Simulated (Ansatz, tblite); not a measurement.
Removing and adding an electron: Li2N (the lowest doublet isomer of a short search). Total charge 0; doublet. Geometry: PBE0-D4/def2-TZVP. Ansatz, gas phase; energy differences of separate SCF runs; the oxidised species is a triplet (the singlet lies 2.15 eV higher at PBE0-D4/def2-TZVP); the reduced species is a triplet (the singlet lies 0.70 eV higher at PBE0-D4/def2-TZVPD).

Cartesian coordinates in Å:
```
Li 0.092 -0.425 1.695
Li -0.091 0.428 -1.694
N -0.001 -0.004 -0.001
```

The xTB rows come from tblite. HOMO above LUMO, or a gap near zero within one spin, warns that the state may not be the lowest or that an electron is smeared out. The structure comes from a short search, and lower isomers may exist.

(1) Estimate orbital energies and vertical ionisation energies and electron affinities at: GFN1-xTB; GFN2-xTB; PBE-D4/def2-TZVP; PBE-D4/def2-TZVPD; r2SCAN-D4/def2-TZVP; r2SCAN-D4/def2-TZVPD; PBE0-D4/def2-TZVP; PBE0-D4/def2-TZVPD.

## Answers

(1) 
| level | −HOMO (eV) | vertical IE (eV) | −LUMO (eV) | vertical EA (eV) | HOMO–LUMO gap (eV) | IE − EA (eV) | remarks |
| --- | --- | --- | --- | --- | --- | --- | --- |
| GFN1-xTB | – | 12.68 | – | 4.53 | – | 8.15 | – |
| GFN2-xTB | – | 11.26 | – | 1.68 | – | 9.58 | – |
| PBE-D4/def2-TZVP | 2.22 | 5.26 | 1.16 | – | 1.06 | – | – |
| PBE-D4/def2-TZVPD | 2.30 | – | 1.22 | 0.19 | 1.08 | – | HOMO above zero (-1 triplet), gap within one spin near zero (-1 triplet) |
| r2SCAN-D4/def2-TZVP | 2.20 | 4.95 | 0.62 | – | 1.59 | – | – |
| r2SCAN-D4/def2-TZVPD | 2.27 | – | 0.70 | 0.09 | 1.57 | – | HOMO above zero (-1 triplet), gap within one spin near zero (-1 triplet) |
| PBE0-D4/def2-TZVP | 3.01 | 4.89 | 0.60 | – | 2.41 | – | – |
| PBE0-D4/def2-TZVPD | 3.06 | – | 0.68 | 0.05 | 2.38 | – | HOMO above zero (-1 triplet) |

   A HOMO above zero means that the electron is unbound at that level or that self-interaction error raises the level; the energy of removing that electron tells which. HOMO and LUMO are the levels of the spin that leaves or enters (xTB has no such levels and no spin-polarisation term). Other spin states of the ions may lie lower, which would lower the ionisation energy or raise the affinity. Raw xTB energy differences between charge states are shifted by several eV; the methods need an empirical correction for them.
